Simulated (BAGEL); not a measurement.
# BHCl2 (SMILES [H]B(Cl)Cl): B3LYP/def2-TZVP (density fitting with qzvpp-jkfit)

Aim: the energy change on altering one bond length of BHCl2 at B3LYP/def2-TZVP (density fitting with qzvpp-jkfit), from 2 runs. 

Program for the calculation: BAGEL 1.2.2.

1 further run of the same task is left out (set aside as unsound or not needed).

### 1 The molecule

BHCl2 has 4 atoms, charge 0, and is taken as a singlet. SMILES: `[H]B(Cl)Cl`. The coordinates come from a GFN2-xTB relaxation.

Bond lengths: B1–Cl2 1.701 Å, B1–Cl3 1.702 Å, B1–H4 1.173 Å. Angles: Cl2–B1–Cl3 120.2°, Cl2–B1–H4 119.9°, Cl3–B1–H4 119.9°.

### 2 The energy at B3LYP/def2-TZVP (density fitting with qzvpp-jkfit)

Input file calc.json:

```json
{ "bagel" : [

{
  "title" : "molecule",
  "basis" : "def2-tzvp.json",
  "df_basis" : "qzvpp-jkfit",
  "angstrom" : "true",
  "geometry" : [
    { "atom" : "B", "xyz" : [   -0.067270,   -0.112350,    0.001160 ] },
    { "atom" : "Cl", "xyz" : [    1.633390,   -0.145760,    0.012580 ] },
    { "atom" : "Cl", "xyz" : [   -0.893540,    1.375320,   -0.017490 ] },
    { "atom" : "H", "xyz" : [   -0.672580,   -1.117210,    0.003750 ] }
  ]
},
{
  "title" : "ks",
  "xc_func" : "b3lyp",
  "charge" : 0
},
{
  "title" : "print",
  "file" : "orbitals.molden",
  "orbitals" : "true"
}

]}
```

The basis set def2-TZVP is read from a file made from the Basis Set Exchange's data (not shown).

Command:

```sh
$ BAGEL_NUM_THREADS=1 BAGEL calc.json > calc.out
```

The program printed:

```text
* using 1 threads per process

  ===============================================================
  ===============================================================

  *** Geometry ***

  { "atom" : "B", "xyz" : [     -0.127122,     -0.212311,      0.002192 ] },
  { "atom" : "Cl", "xyz" : [      3.086660,     -0.275446,      0.023773 ] },
  { "atom" : "Cl", "xyz" : [     -1.688546,      2.598978,     -0.033051 ] },
  { "atom" : "H", "xyz" : [     -1.270992,     -2.111221,      0.007086 ] },

  Number of auxiliary basis functions:      349

  Since a DF basis is specified, we compute 2- and 3-index integrals:
    o Being stored without compression. Storage requirement is 0.034 GB

  Number of basis functions:      111
  Number of electrons      :       40

    * METHOD: MOLECULE                             0.24

  *** Kohn-Sham DFT ***

    * Removing 6225 points whose weight is below 1.00e-10
    * Grid points: 53399

  === Nuclear Repulsion ===
   114.1678531993

       - DIIS with orbital gradients will be used.

  === KS iteration (b3lyp / def2-tzvp.json) ===
      0       -847.10176649          0.23244960           0.32
      1       -874.07073998          0.73346458           0.30
      2       -918.00781251          0.17062820           0.48
      3       -921.93110316          0.17966437           0.30
      4       -942.78072743          0.05585773           0.32
      5       -944.41294651          0.05908904           0.29
      6       -945.81537237          0.01935150           0.30
      7       -945.91254553          0.01251068           0.29
      8       -945.98462688          0.00340311           0.29
      9       -945.98970590          0.00120534           0.30
     10       -945.99043206          0.00047877           0.30
     11       -945.99055706          0.00004803           0.29
     12       -945.99055827          0.00000891           0.29
     13       -945.99055831          0.00000169           0.29
     14       -945.99055831          0.00000087           0.30
     15       -945.99055831          0.00000022           0.29
     16       -945.99055831          0.00000004           0.29
     17       -945.99055831          0.00000003           0.29
     18       -945.99055831          0.00000000           0.29
    * SCF iteration converged.

    * Permanent dipole moment:
           (    0.072414,     0.123606,    -0.000954) a.u.

    * METHOD: KS                                   6.23

    * METHOD: PRINT                                0.03

  ===============================================================
```

Wall time 6.9 s (1 thread of Intel Xeon Platinum 8259CL at 2.50GHz (Skylake/Cascade Lake), shared host); peak memory 0.3 GiB.

### 3 The distorted shape at the same level

Input file calc.json:

```json
{ "bagel": [

{
  "title": "molecule",
  "basis": "def2-tzvp.json",
  "df_basis": "qzvpp-jkfit",
  "angstrom": true,
  "geometry": [
    { "atom": "B", "xyz": [       0.023548,       0.038414,       0.000771 ] },
    { "atom": "Cl", "xyz": [       1.724208,       0.005004,       0.012191 ] },
    { "atom": "Cl", "xyz": [      -0.802722,       1.526084,      -0.017879 ] },
    { "atom": "H", "xyz": [      -0.672580,      -1.117210,       0.003750 ] }
  ]
},

{
  "title": "ks",
  "xc_func": "b3lyp",
  "charge": 0
},

{
  "title": "print",
  "file": "orbitals.molden",
  "orbitals": true
}

]}
```

The basis set def2-TZVP is read from a file made from the Basis Set Exchange's data (not shown).

Command:

```sh
$ BAGEL_NUM_THREADS=1 BAGEL calc.json > calc.out
```

The program printed:

```text
* using 1 threads per process

  ===============================================================
  ===============================================================

  *** Geometry ***

  { "atom" : "B", "xyz" : [      0.044499,      0.072592,      0.001457 ] },
  { "atom" : "Cl", "xyz" : [      3.258281,      0.009456,      0.023038 ] },
  { "atom" : "Cl", "xyz" : [     -1.516925,      2.883881,     -0.033786 ] },
  { "atom" : "H", "xyz" : [     -1.270992,     -2.111221,      0.007086 ] },

  Number of auxiliary basis functions:      349

  Since a DF basis is specified, we compute 2- and 3-index integrals:
    o Being stored without compression. Storage requirement is 0.034 GB

  Number of basis functions:      111
  Number of electrons      :       40

    * METHOD: MOLECULE                             0.25

  *** Kohn-Sham DFT ***

    * Removing 6059 points whose weight is below 1.00e-10
    * Grid points: 53565

  === Nuclear Repulsion ===
   113.4817790024

       - DIIS with orbital gradients will be used.

  === KS iteration (b3lyp / def2-tzvp.json) ===
      0       -847.22269475          0.23228997           0.34
      1       -874.60794296          0.72838591           0.32
      2       -918.25078890          0.16982251           0.45
      3       -922.46266282          0.17579260           0.31
      4       -942.83753716          0.05539004           0.30
      5       -944.57447161          0.05570393           0.30
      6       -945.83243247          0.01730314           0.31
      7       -945.91874492          0.01128314           0.30
      8       -945.97698706          0.00292216           0.30
      9       -945.98051433          0.00101295           0.29
     10       -945.98105449          0.00041751           0.30
     11       -945.98115316          0.00004084           0.29
     12       -945.98115402          0.00000790           0.30
     13       -945.98115404          0.00000185           0.30
     14       -945.98115404          0.00000052           0.29
     15       -945.98115404          0.00000020           0.29
     16       -945.98115404          0.00000003           0.30
     17       -945.98115404          0.00000002           0.29
     18       -945.98115404          0.00000000           0.30
    * SCF iteration converged.

    * Permanent dipole moment:
           (    0.025359,     0.045427,    -0.000642) a.u.

    * METHOD: KS                                   6.32

    * METHOD: PRINT                                0.03

  ===============================================================
```

Run time: 6.9 s. Hardware: 1 thread of Intel Xeon Platinum 8259CL at 2.50GHz (Skylake/Cascade Lake), shared host; peak memory 0.3 GiB.

### 4 Outcome

Level: B3LYP/def2-TZVP (density fitting with qzvpp-jkfit).

```
                                                         quantity          value
                                        first shape: total energy  -945.99056 Eh
                                       first shape: dipole moment         0.36 D
                                         first shape: HOMO energy       -8.97 eV
                                         first shape: LUMO energy       -1.78 eV
                                       first shape: HOMO–LUMO gap        7.19 eV
                                    distorted shape: total energy  -945.98115 Eh
                                   distorted shape: dipole moment         0.13 D
                                     distorted shape: HOMO energy       -8.79 eV
                                     distorted shape: LUMO energy       -1.81 eV
                                   distorted shape: HOMO–LUMO gap        6.98 eV
energy change with the B1–H4 bond stretched from 1.173 to 1.349 Å       0.256 eV
```

In words: With the B1–H4 bond stretched from 1.173 to 1.349 Å the energy rises by 0.26 eV (5.9 kcal/mol). The first shape isn't relaxed at this level, so the change isn't measured from a minimum.
